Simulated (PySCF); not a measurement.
Exact simulation of a proton spin system

Molecule: Cyclopropanol (C1C(O)C1, C₃H₆O).

Molfile (atoms numbered from 1):
```
C3H6O
     RDKit          3D

 10 10  0  0  0  0  0  0  0  0999 V2000
    1.5438   -0.1883   -0.7574 O   0  0  0  0  0  0  0  0  0  0  0  0
    0.5789   -0.2458    0.2340 C   0  0  0  0  0  0  0  0  0  0  0  0
   -0.7773   -0.6866   -0.1899 C   0  0  0  0  0  0  0  0  0  0  0  0
   -0.5507    0.7428    0.2280 C   0  0  0  0  0  0  0  0  0  0  0  0
    2.1364    0.5413   -0.5477 H   0  0  0  0  0  0  0  0  0  0  0  0
    0.9330   -0.5949    1.2152 H   0  0  0  0  0  0  0  0  0  0  0  0
   -1.3464   -1.3502    0.4659 H   0  0  0  0  0  0  0  0  0  0  0  0
   -0.8991   -0.8774   -1.2591 H   0  0  0  0  0  0  0  0  0  0  0  0
   -0.5360    1.4938   -0.5669 H   0  0  0  0  0  0  0  0  0  0  0  0
   -0.9580    1.0886    1.1821 H   0  0  0  0  0  0  0  0  0  0  0  0
  1  2  1  0
  2  3  1  0
  3  4  1  0
  4  2  1  0
  1  5  1  0
  2  6  1  0
  3  7  1  0
  3  8  1  0
  4  9  1  0
  4 10  1  0
M  END
```

[PySCF 2.14: J couplings at B3LYP/pcJ-1 (without the spin–dipole term); σ from GIAO-PBE/pcSseg-2; PBE0-D3(BJ)/def2-SVP structure; averaged over atoms made equivalent by symmetry, fast rotation or ring inversion; one computed conformer; no solvent model; no relativistic terms]

Referencing at the same level of theory: ¹H vs TMS.

Shifts (ppm): H6 3.56, H7/H10 0.42, H8/H9 0.44.
Couplings (Hz): H6–H7, H6–H10: 6.8; H6–H8, H6–H9: 3.1; H7–H8, H9–H10: -5.7; H7–H9, H8–H10: 7.5; H7–H10: 11.1; H8–H9: 12.5.

The 5-spin Hamiltonian (Zeeman plus full scalar coupling among like nuclei) was diagonalised exactly; lines are Lorentzian, 1.0 Hz wide, and the maxima above 3 % are listed with the tallest set to 100.

(1) Give the ¹H peak list of this spin system at 90 MHz.

(2) And at 600 MHz?

(3) Among coupled protons with different shifts, which pair is furthest from first order, and how does the field change that?

Answers

(1) 
```tsv
Hz	ppm	height
330.4	3.671	3
325.8	3.620	5
324.9	3.609	6
322.7	3.586	4
320.5	3.561	11
318.8	3.542	4
316.7	3.518	4
315.5	3.506	7
310.6	3.451	4
41.2	0.457	100
36.6	0.407	36
35.8	0.398	36
33.3	0.370	10
```

(2) 
Hz from δ = 0 (height): 2145.9 (12), 2142.5 (20), 2139.2 (32), 2136.1 (44), 2132.5 (29), 2129.8 (18), 2129.4 (18), 2126.1 (13), 275.8 (4), 275.1 (5), 272.2 (6), 271.2 (7), 266.0 (43), 264.1 (100), 262.7 (75), 261.7 (75), 260.7 (70), 259.1 (63), 258.2 (61), 256.9 (79), 254.9 (44), 254.6 (44), 253.2 (41), 252.1 (35), 250.4 (60), 249.6 (47), 248.3 (40), 247.8 (38), 239.8 (6), 238.9 (5)

(3) H7 and H9: Δν/J is about 0.2 at 90 MHz (strongly coupled) and 1.6 at 600 MHz (strongly coupled). J in Hz doesn't depend on the field, while Δν in Hz grows in proportion to it. The system also holds chemically equivalent protons that couple differently to a partner (AA′BB′ or AA′XX′ type), and that part stays second order at any field.

Exchangeable OH/NH protons stand at their gas-phase positions; hydrogen bonding in a real sample shifts them, mostly to higher δ. Unscaled 3J(H,H) at this level run about 10 % above measured values.
